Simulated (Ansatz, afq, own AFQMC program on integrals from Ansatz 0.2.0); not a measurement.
# GeH₄Cl, doublet: AFQMC among the cluster methods

```yaml
atoms:
  - { symbol: Cl, position_ang: [-2.4920, 0.0000, 0.0000] }
  - { symbol: H, position_ang: [-0.3760, 0.0000, 0.0000] }
  - { symbol: Ge, position_ang: [1.1540, 0.0000, 0.0000] }
  - { symbol: H, position_ang: [1.6226, -1.4659, 0.0000] }
  - { symbol: H, position_ang: [1.6226, 0.7330, -1.2695] }
  - { symbol: H, position_ang: [1.6226, 0.7330, 1.2695] }
```

Connectivity, by distances: Cl ··· GeH4.

Basis cc-pVTZ. Noble-gas cores (and the filled d shells of Ga–Kr and In–Xe) are frozen. Integrals, coupled cluster, full CI and functionals: Ansatz 0.2.0; the random walks run on the same integrals in our own AFQMC program. ph-AFQMC/CISD is guided by a CISD state made of CCSD amplitudes; releasing the constraint for a short imaginary time cuts its bias at the price of noise, slowly where states lie close. Uncertainties: one standard error, sampling alone. No spin–orbit coupling.

Determinant: UHF, the one that the program's search chose, which needn't be the lowest solution. The geometry is a point of a scan.

No full CI on the walks' own integrals is used here. The released AFQMC energy serves as the reference, which it does only where one determinant dominates, the energy is flat over the last release times and near the phaseless one (40 meV or 2 meV an electron, half that with transition metals). On small molecules, where full CI could be run and the noise was under 10 meV, such values lay within 10 meV of it in 19 cases of 20, a flattering rate, since the rule was set on those same cases; what remains of the bias isn't in the error bar.

Cautions: no relativity below Rb; no spin-orbit coupling; inner d shell frozen; the released value is read at 0.99 1/Eh with a noise of 12 meV, more than in the cases checked, later times being too noisy (meV from the phaseless value at times in 1/Eh: -7 ± 7 at 0.24, -12 ± 12 at 0.51, -14 ± 12 at 0.99, -20 ± 17 at 1.50).

The T1 diagnostic is 0.0139. The weight of the determinant in the CISD state is 0.852 and the ⟨S²⟩ of the determinant is 0.763. The size of the correlated space is 15 electrons in 114 orbitals.

```json
{"level": "MP2", "correlation energy (eV)": "-8.2927"}
{"level": "CCSD", "correlation energy (eV)": "-9.6662"}
{"level": "CCSD(T)", "correlation energy (eV)": "-9.9472"}
```

Question: Estimate where phaseless AFQMC with the Hartree–Fock trial lies against CCSD(T) on the same integrals.

Answer: 1.1 ± 3.6 kJ/mol above CCSD(T). The gap is under twice the noise, so this walk alone can't tell the two apart.

Reference: AFQMC with the constraint released, correlation energy -9.993 ± 0.012 eV.

```tsv
level	E − E(reference) (kJ/mol)	share of correlation (%)
CCSD(T)	4.4 ± 1.2	99.54
ph-AFQMC/HF	5.5 ± 3.8	99.43
ph-AFQMC/CISD	1.3 ± 1.5	99.86
```

A walk keeps the symmetry of its determinant, which the program's search chose and which needn't be the lowest solution, so a lower state of the same spin and another symmetry isn't excluded. Released energies are given only where the last usable release times agree within the noise; a slower fall can still hide under it.
